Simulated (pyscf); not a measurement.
A first-order saddle from PySCF, ωB97X-D3(BJ)/def2-SVP:

```
Ge
F 1 1.7413
F 1 1.7418 2 100.16
H 1 1.8391 2 119.18 3 139.51
H 4 1.0101 1 113.98 2 110.57
H 5 1.0279 4 121.51 1 1.97
H 6 1.0100 5 121.48 4 0.00
```

Surface: singlet, charge 0. Lowest wavenumbers (cm⁻¹): 1927i, 46, 151, 255, 376.

**Question.** Name the species on either side of this saddle.

**Answer.** F–GeH₂–F + hydrogen (H₂) <-> F–Ge:–F [singlet] + hydrogen (H₂) + hydrogen (H₂), a multi-bond step read from left to right: Ge–H, Ge–H, H–H broken and H–H, H–H formed. At ωB97M-D3(BJ)/def2-TZVP it lies +2.48 eV from the left side and +2.08 eV from the right (each side as separated species at their lowest minima found). The same reactants have a lower exit, to F–GeH₃ + HF (barrier +2.05 eV at ωB97M-D3(BJ)/def2-TZVP, against +2.48 eV here). This is the saddle that the search found; another between the same sides may lie lower. Elements up to Kr have no core potential and no relativistic terms here.
